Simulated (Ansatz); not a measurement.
Structure relaxation of RbRu₃

All numbers below come from Ansatz 0.2.0, DFT PBE, scalar-relativistic, plane waves, PAW.

RbRu₃ was placed on the Cu3Au (L1_2) structure type (Pm-3m, No. 221), with Rb in place of Au, Ru in place of Cu, at a guessed volume.

The final relaxation ran on this input, with the default PAW datasets:

```yaml
crystal:
  lattice:
    - [4.1389454418, 0.0, 0.0]
    - [0.0, 4.1389454418, 0.0]
    - [0.0, 0.0, 4.1389454418]
  atoms:
    - { symbol: Rb, position: [0.0, 0.0, 0.0] }
    - { symbol: Ru, position: [0.0, 0.5, 0.5] }
    - { symbol: Ru, position: [0.5, 0.0, 0.5] }
    - { symbol: Ru, position: [0.5, 0.5, 0.0] }
basis:
  ecutwfc: 420
kpoints:
  mp_grid: { grid: [12, 12, 12] }
hamiltonian:
  xc: pbe
scf:
  occupations: { method: gaussian, width: 0.1 }
output:
  forces: true
  stress: true
  eigenvalues: true
relax:
  adjacent_minimum: "off"
  f_tol: 0.01
  max_steps: 80
  cell: { stress_tol: 0.05 }
```

Launched as:

```bash
ansatz run input.yaml --threads 1 --pin off --max-ram 2560MiB --backend cpu --events-out ev --progress --plain --runs-dir out
```

The run took 43 s on 1 thread of Intel(R) Xeon(R) 6975P-C (Granite Rapids), on a shared host, peak memory 0.47 GiB.

The program printed at the end:

```
SCF converged after 9 iterations
Free energy (F): -20895.194189 eV
Harris-Foulkes:  -20895.194189 eV  (|F-HF|=7.28e-12)
Internal energy: -20895.132529 eV  (E = F + TS)
E sigma→0 (E₀):  -20895.163359 eV
Entropy (-TS):   -0.061660 eV (-15.415 meV/atom)
Fermi energy:    16.286210 eV
--- Per-component energies (eV) ---
  E_band       = -416.549596
  E_kinetic    = 1741.094650
  E_local      = -5216.283689  (includes V_loc(G=0)·N_el)
  E_nonlocal   = 1214.348821
  E_hartree    = 1701.208171
  E_xc         = -698.626235
  E_vxc        = -849.706109  (∫ρ·V_xc dr)
  E_paw        = -13004.592553  (= ΣΔE_a)
  E_vpaw       = -708.419006  (= ΣTr[D̂ρ^β])
  E_aug_tail   = -0.000603  (compensation charges beyond the density's cutoff)
  E_ewald      = -6632.281090
  E_smearing   = -0.061660  (= −TS)
  E_closure    =  0.000000  (closes the sum)
  Σ components = -20895.194189   (vs F -20895.194189, Δ=0.00e0)
--- Forces (eV/Å), atoms counted from 1 ---
  atom   1  Rb     0.00000000     0.00000000     0.00000000
  atom   2  Ru     0.00000000     0.00000000     0.00000000
  atom   3  Ru     0.00000000     0.00000000     0.00000000
  atom   4  Ru     0.00000000     0.00000000     0.00000000
  max |Σ_I F_I| component: 3.13e-29 eV/Å
--- Stress (GPa, compression-positive) ---
       -0.003971       0.000000       0.000000
        0.000000      -0.003971       0.000000
        0.000000       0.000000      -0.003971
  P = ⅓ Tr σ = -0.0040 GPa (-0.040 kbar)
--- Relaxed structure (3 steps of the walk, 2 accepted, 1 SCFs on fresh bases) ---
  F+E_penalty+E_count = -20895.19418924 eV   max|allowed force component| = 1.531e-29 eV/Å   (the final SCF, on the basis selected at the relaxed cell)
  cell:  # Å, volume = 70.5825 Å³
    - [4.132685, 0.0, 0.000000]
    - [0.000000, 4.132685, 0.0]
    - [0.0, 0.0, 4.132685]
  atoms:
    - { symbol: Rb, position: [0.000000, 0.000000, 0.000000] }
    - { symbol: Ru, position: [0.000000, 0.5, 0.5] }
    - { symbol: Ru, position: [0.5, 0.000000, 0.5] }
    - { symbol: Ru, position: [0.5, 0.5, 0.000000] }
```

Absolute energies hang on the potentials; compare differences alone.

The result has space group Pm-3m (No. 221). Around Rb lie 12 Ru at 2.92 Å; around Ru lie 4 Rb at 2.92 Å and 8 Ru at 2.92 Å.

Against the elements it lies at 2.06 eV/atom. The zero of energy is the elements' standard structures at the same level; no fitted shifts are applied.

For metals, differences of a few meV/atom aren't resolved.

A structure relaxed within its symmetry needn't be a true minimum.